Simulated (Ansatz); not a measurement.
in.yaml

```yaml
crystal:
  periodic: [false, false, false]
  atoms:
    - {symbol: Si, position_ang: [0.000000, 0.000000, 0.000000]}
    - {symbol: N, position_ang: [0.000000, 0.000000, 1.689000]}
basis:
  gaussian: {orbitals: 6-31G}
total_charge: 1
magnetization: {spin_polarized: true, initial_magnetization: 0}
correlation: {method: ccsdt_q, electrons: outside_noble_gas}
```

```sh
$ ansatz run in.yaml --threads 1 --pin off --events-out ev --progress --plain --max-ram 2393MiB
```

Output:

```
459 factors; integrals over basis functions are off by at most 5.6e-8 eV
mean field evaluation 1: about -9307.0042 eV, gradient 5.6e1 eV
mean field evaluation 2: about -9307.0779 eV, gradient 5.6e1 eV
mean field evaluation 4: about -9325.7001 eV, gradient 1.0e1 eV
mean field evaluation 8: about -9327.1091 eV, gradient 3.6e-1 eV
mean field evaluation 16: about -9327.1395 eV, gradient 4.1e-6 eV
mean field evaluation 32: about -9329.7254 eV, gradient 5.9e-1 eV
mean field evaluation 64: about -9329.1919 eV, gradient 1.1e-1 eV
mean field evaluation 96: about -9327.1395 eV, gradient 3.8e-3 eV
mean field evaluation 128: about -9326.7201 eV, gradient 2.1e-1 eV
mean field evaluation 160: about -9329.5132 eV, gradient 1.7e-5 eV
...
mean field -9329.79157856 eV, -342.8635165522 hartree, gradient 2.2e-6 eV, S^2 1.090647; 29 other end points of the search recorded, 0 dependent functions left out
determinant -9329.79157856 eV, -342.8635165522 hartree, with singles and doubles -9333.10758344 eV, -342.9853774840 hartree
determinant -9329.78685015 eV, -342.8633427864 hartree, with singles and doubles -9333.07726369 eV, -342.9842632538 hartree
determinant -9329.77641907 eV, -342.8629594514 hartree, with singles and doubles -9333.06297794 eV, -342.9837382620 hartree
determinant -9329.51322736 eV, -342.8532873343 hartree, with singles and doubles -9333.48286836 eV, -342.9991689502 hartree
determinant -9329.41451828 eV, -342.8496598425 hartree, with singles and doubles -9333.46513638 eV, -342.9985173122 hartree
determinant -9329.41100751 eV, -342.8495308241 hartree, with singles and doubles -9333.48490100 eV, -342.9992436485 hartree
determinant -9329.22251380 eV, -342.8426038081 hartree, with singles and doubles -9332.53450705 eV, -342.9643173150 hartree
determinant -9327.13946854 eV, -342.7660533066 hartree, with singles and doubles -9332.92310159 eV, -342.9785979010 hartree
determinant -9326.74459480 eV, -342.7515419643 hartree, with singles and doubles -9329.45575401 eV, -342.8511752275 hartree
determinant -9329.79157856 eV, -342.8635165522 hartree, with singles and doubles -9333.21650723 eV, -342.9893803592 hartree
determinant -9329.78685015 eV, -342.8633427864 hartree, with singles and doubles -9333.21634226 eV, -342.9893742969 hartree
determinant -9329.77641907 eV, -342.8629594514 hartree, with singles and doubles -9333.21711665 eV, -342.9894027550 hartree
determinant -9329.51322736 eV, -342.8532873343 hartree, with singles and doubles -9333.57818895 eV, -343.0026719175 hartree
determinant -9329.41451828 eV, -342.8496598425 hartree, with singles and doubles -9333.51964077 eV, -343.0005203114 hartree
determinant -9329.41100751 eV, -342.8495308241 hartree, with singles and doubles -9333.54695379 eV, -343.0015240464 hartree
6 core orbitals not correlated: weight in the atoms' cores, before any rotation towards them, 1.000 or more for the frozen orbitals, at most 0.000 for the correlated occupied ones
reference -9329.51322736 eV, -342.8532873343 hartree; 4, 4 occupied and 12, 12 virtual orbitals, 459 factors
second order -3.02227418 eV of doubles, -0.00000000 eV of singles
...
cycle  23  -4.65106679 eV  change    2.9e-5 eV  update   2.0e-5
cycle  24  -4.65111502 eV  change   -4.8e-5 eV  update   1.3e-5
cycle  25  -4.65111418 eV  change    8.4e-7 eV  update   6.4e-6
cycle  26  -4.65110308 eV  change    1.1e-5 eV  update   4.5e-6
cycle  27  -4.65109424 eV  change    8.8e-6 eV  update   3.4e-6
cycle  28  -4.65109298 eV  change    1.3e-6 eV  update   1.8e-6
cycle  29  -4.65109816 eV  change   -5.2e-6 eV  update   1.2e-6
cycle  30  -4.65110218 eV  change   -4.0e-6 eV  update   7.4e-7
cycle  31  -4.65110414 eV  change   -2.0e-6 eV  update   4.2e-7
cycle  32  -4.65110400 eV  change    1.5e-7 eV  update   2.9e-7
perturbative correction -0.10818515 eV, -0.0039757308 hartree
WARN: in the space of 8 natural orbitals, full CI finds another state of this spin 0.473 eV below this run's state, or below the method's energy where it doesn't find this run's state
WARN: the results are in doubt because among natural orbitals full CI differs from the method by +1.321 eV
Total energy: -9334.27251650 eV, -343.0281879844 hartree
In doubt: among natural orbitals full CI differs from the method by +1.321 eV
```

The determinant lies 0.28 eV above the lowest one of its kind in the log. Its ⟨S²⟩ is 1.03 against 0.00 for a pure state. The T1 diagnostic is 0.051. The program found a lower state of this spin, so this energy isn't the lowest state's.

Ran on 1 thread of Intel Xeon Platinum 8488C, shared host: 8.5 s wall, 0.12 GiB peak host memory.
